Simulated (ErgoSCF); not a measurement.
# Two attempts at SiHOF (SMILES O[Si]F)

Aim: the vertical excitations of SiHOF at HF/6-31G.

The calculation is run with ErgoSCF 3.8.

5 further runs of the same task are left out: 2 that didn't finish, 3 set aside as unsound or not needed.

**1. Starting point**

SiHOF: 4 atoms, total charge 0, spin state singlet. SMILES: `O[Si]F`. The coordinates come from a GFN2-xTB relaxation.

Bond lengths: O1–Si2 1.607 Å, Si2–F3 1.648 Å, O1–H4 0.960 Å. Angles: O1–Si2–F3 98.8°, Si2–O1–H4 126.0°.

**2. The input as first written**

File input.ego:

```
# HF on FHOSi
set_nthreads(1)
charge = 1
scf.output_mulliken_pop = 1
tmpdir = "."
scf.max_number_of_iterations = 97
lr.max_iterations = 30
scf.use_diagonalization = 1
basis = "6-31G"
molecule_inline Angstrom
O     -0.560720     0.735830    -0.178750
Si     0.270050     0.078240     1.029450
F      0.903200    -1.214360     0.226270
H     -0.612530     0.400300    -1.076970
EOF
get_excited_state "HF" 6
```

Started as:

```console
$ ergo input.ego
```

Standard output:

```text
INMA ERGO version 3.8
INMA reading input from file input.ego
INMA  charge := 1
INMA  output_mulliken_pop := 1
INMA  max_number_of_iterations := 97
INMA  max_iterations := 30
INMA  use_diagonalization := 1
INMA  basis := 6-31G
INMA Basis really set to 6-31G
INMA O (charge=8.0) -1.059607 1.390517 -0.337789
INMA Si (charge=14.0) 0.510321 0.147852 1.945379
INMA F (charge=9.0) 1.706801 -2.294808 0.427588
INMA H (charge=1.0) -1.157514 0.756457 -2.035178
INMA running HF
ERMA Incompatible values for charge and spin_polarization settings.
ERMA es_run failed
```

The script printed:

```text
Inline main molecule with 4 atoms.
line 16: get_excited_state failed
line 16: Aborted.
```

Wall time 0.34 s (1 thread of Arm Neoverse V2, shared host).

**3. What went wrong**

The input was rejected.

The log says `line 16: get_excited_state failed`. What is wrong: charge and multiplicity as typed don't fit the electron count or the species meant. To mend it: charge 0 in place of 1. That is the species meant; for the charge typed, the multiplicity would have to change.

**4. The mended input**

File ergo.in:

```
# FHOSi, HF
set_nthreads(1)
molecule_inline Angstrom
O       -0.560720       0.735830      -0.178750
Si       0.270050       0.078240       1.029450
F        0.903200      -1.214360       0.226270
H       -0.612530       0.400300      -1.076970
EOF
scf.use_diagonalization = 1
scf.max_number_of_iterations = 80
basis = "6-31G"
tmpdir = "."
lr.max_iterations = 30
scf.output_mulliken_pop = 1
get_excited_state "HF" 6
```

Started as:

```console
$ ergo ergo.in
```

Standard output:

```text
[...]
INSC SCF_general constructor, number of basis functions: 33
[...]
INSC Energy   1 =       -312.54122637601
[...]
INDE E_LUMO =          0.04859727766
[...]
INSC Energy  17 =       -463.77752030868  ( diff     -0.000000000003979 )
[...]
RESC CONVERGED after  17 iterations.
RESC FINAL ENERGY:       -463.77752030868
[...]
INSC SCF: dipole_moment_x [atomic units] =      -0.15667315
INSC SCF: dipole_moment_y [atomic units] =       0.13283211
INSC SCF: dipole_moment_z [atomic units] =      -0.21140881
[...]
```

The script printed:

```text
Inline main molecule with 4 atoms.
Step  1: ssize:  12 |r|=     0.127485 shift=  0.221808
Step  2: ssize:  24 |r|=     0.036037 shift=  0.210476
Step  3: ssize:  36 |r|=   0.00804897 shift=  0.209444
Step  4: ssize:  48 |r|=    0.0014727 shift=  0.209419
Step  5: ssize:  60 |r|=   0.00224222 shift=  0.321193
Step  6: ssize:  70 |r|=   0.00163337 shift=  0.350970
Step  7: ssize:  76 |r|=   0.00107652 shift=  0.366248
Step  8: ssize:  80 |r|=    0.0155289 shift=  0.418673
Step  9: ssize:  82 |r|=   0.00581469 shift=  0.418539
Step 10: ssize:  84 |r|=   0.00190689 shift=  0.418521
STATE 1 TRANSITION MOMENT:             -1.01205 ENERGY             5.698556 eV
STATE 2 TRANSITION MOMENT:            -0.767577 ENERGY             8.740027 eV
STATE 3 TRANSITION MOMENT:            -0.181076 ENERGY             8.980611 eV
STATE 4 TRANSITION MOMENT:            -0.248603 ENERGY             9.550347 eV
STATE 5 TRANSITION MOMENT:             0.552046 ENERGY             9.966090 eV
STATE 6 TRANSITION MOMENT:            -0.165492 ENERGY            11.388482 eV
STATE 1 TRANSITION MOMENT:            -0.693549 ENERGY             5.698556 eV
STATE 2 TRANSITION MOMENT:              1.03113 ENERGY             8.740027 eV
STATE 3 TRANSITION MOMENT:            -0.125678 ENERGY             8.980611 eV
STATE 4 TRANSITION MOMENT:             0.629153 ENERGY             9.550347 eV
STATE 5 TRANSITION MOMENT:            -0.210748 ENERGY             9.966090 eV
STATE 6 TRANSITION MOMENT:             0.277896 ENERGY            11.388482 eV
STATE 1 TRANSITION MOMENT:             0.318491 ENERGY             5.698556 eV
STATE 2 TRANSITION MOMENT:            -0.193929 ENERGY             8.740027 eV
STATE 3 TRANSITION MOMENT:            0.0574796 ENERGY             8.980611 eV
STATE 4 TRANSITION MOMENT:             0.581067 ENERGY             9.550347 eV
STATE 5 TRANSITION MOMENT:              1.29431 ENERGY             9.966090 eV
STATE 6 TRANSITION MOMENT:             0.087797 ENERGY            11.388482 eV
Eigenvalue  1:     0.209418075 Tran.Mom.:      1.26755145
Eigenvalue  2:     0.321190053 Tran.Mom.:      1.30000324
Eigenvalue  3:     0.330031356 Tran.Mom.:     0.227788251
Eigenvalue  4:     0.350968768 Tran.Mom.:     0.891782362
Eigenvalue  5:     0.366247048 Tran.Mom.:       1.4228148
Eigenvalue  6:     0.418519003 Tran.Mom.:     0.335145349
```

Run time: 8.4 s. Hardware: 1 thread of Arm Neoverse V2, shared host.

The roots found:

| excited state | energy (eV) | strength |
| --- | --- | --- |
| 1 | 5.699 | 0.2243 |
| 2 | 8.740 | 0.3619 |
| 3 | 8.981 | 0.0114 |
| 4 | 9.550 | 0.1861 |
| 5 | 9.966 | 0.4943 |
| 6 | 11.388 | 0.0313 |

**5. Results**

Level: HF/6-31G.

| quantity | value |
| --- | --- |
| total energy | -463.77752 Eh |
| dipole moment | 0.75 D |
| lowest excitation energy | 5.70 eV |

**Reading.** The brightest of the 6 transitions from the ground state lies at 9.97 eV (124 nm, f = 0.494); the lowest, at 5.70 eV, has f = 0.224.
